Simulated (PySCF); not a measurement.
**Worked example: chemical shift, span and skew from a shielding tensor**

H2N, SMILES [NH2] (connectivity only; charge and spin as stated), charge -1, multiplicity 1. Atoms are numbered in the order given.

```xyz
3

N      0.0000     0.0000    -0.1453
H      0.0000    -0.7960     0.5086
H      0.0000     0.7960     0.5086
```
Charge -1, spin multiplicity 1.

Geometry: r2SCAN-D4/def2-TZVPD. The multiplicity is an assumed one; other spin states were not compared. The isomer is the one that the SMILES or the coordinates give; other isomers of the formula were not compared.

GIAO shieldings from PBE0/pcSseg-2 in PySCF, non-relativistic, no solvent. The symmetric part of the tensor of N1 has the principal values 280.3, 319.8, 347.8 ppm. The same nucleus in NH3 has σ = 263.3 ppm at this level (PySCF, at its B3LYP-D3(BJ)/def2-TZVP geometry).

Problem. Work out the isotropic shielding, the ¹⁵N shift against NH3, the span and the skew.

Solution. 
σ(iso) = (σ11 + σ22 + σ33)/3 = 316.0 ppm. δ = σ(ref) − σ(iso) = 263.3 − (316.0) = -52.7 ppm.
Span Ω = σ33 − σ11 = 67.5 ppm. Skew κ = 3(σ(iso) − σ22)/Ω = -0.17. Tumbling in solution averages the tensor to δ; in a static solid the shielding alone would spread this spin-1/2 line over Ω.
